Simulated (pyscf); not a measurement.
Four-centre exchange: Cl–Ta(Cl)(Cl)(Cl)–Cl + HF -> HCl + F–Ta(Cl)(Cl)(Cl)–Cl

Gas phase, singlet surface, charge 0. Bonds broken: Cl1–Ta2, F7–H8. Bonds formed: Cl1–H8, Ta2–F7. PySCF, gas phase, ωB97X-D3(BJ)/def2-SVP geometries.

Transition state (Å):

```xyz
8

Cl    -0.4958     0.9239     1.8823
Ta    -0.0269    -0.1836    -0.4145
Cl     1.2858     1.5427    -1.0422
Cl    -1.9885     0.8310    -1.0899
Cl     0.0217    -1.5831    -2.1919
Cl     1.6651    -1.3042     0.6871
F     -1.2846    -1.2981     0.8315
H     -1.1655    -0.4243     1.6339
```

One imaginary mode, 704i cm⁻¹; descent along it reached the two sides named, in the forms told below.

| bond | change | reactant side (Å) | saddle | product side |
|---|---|---|---|---|
| Cl1–Ta2 | breaks | 2.360 | 2.593 | 2.9 |
| F7–H8 | breaks | 0.940 | 1.192 | 2.441 |
| Cl1–H8 | forms | 2.369 | 1.526 | 1.290 |
| Ta2–F7 | forms | 2.391 | 2.092 | 1.886 |

Electronic energies relative to the separated reactants (eV):

```
level                   barrier  reaction energy  reverse barrier
----------------------  -------  ---------------  ---------------
ωB97X-D3(BJ)/def2-TZVP     0.00            -0.20             0.20
PBE/def2-TZVP             -0.04            -0.35             0.31
r²SCAN/def2-TZVP          -0.12            -0.37             0.25
B3LYP-D3(BJ)/def2-TZVP     0.03            -0.31             0.34
PBE0-D3(BJ)/def2-TZVP      0.00            -0.24             0.24
M06-2X/def2-TZVP           0.03            -0.27             0.31
ωB97M-D3(BJ)/def2-TZVP     0.02            -0.38             0.41
HF/def2-TZVP               0.64            -0.45             1.09
```

With ωB97M-D3(BJ)/def2-TZVP energies and thermal terms (ideal gas, 1 atm, RRHO with modes under 100 cm⁻¹ raised to 100, one conformer, R ln 2 for chiral ones without a mode under 150 cm⁻¹), in eV:

```csv
T (K),ΔH‡,ΔG‡,ΔH,ΔG
298,-0.07,0.35,-0.44,-0.47
600,-0.08,0.78,-0.44,-0.50
900,-0.06,1.21,-0.44,-0.53
1200,-0.04,1.63,-0.44,-0.56
```

On the reactant side the descent ends in an adduct with a F–Ta contact, 0.37 eV under the separated species and 0.37 eV under the saddle at ωB97X-D3(BJ)/def2-TZVP. On the product side the descent ends in an adduct with a Cl–Ta contact, 0.34 eV under the separated species and 0.54 eV under the saddle at ωB97X-D3(BJ)/def2-TZVP. At PBE, r²SCAN the saddle lies under the separated reactants, which points to a path from their complex (located at ωB97X-D3(BJ) alone). What is counted as formed (F–Ta) is already present as a longer contact in the reactant adduct; forming that adduct is a step of its own. What is counted as broken (Cl–Ta) persists as a longer contact in the product adduct; parting that adduct is a step of its own. One saddle was located; it need not be the lowest between these sides. Elements past Kr carry the def2 core potentials, without spin-orbit coupling.
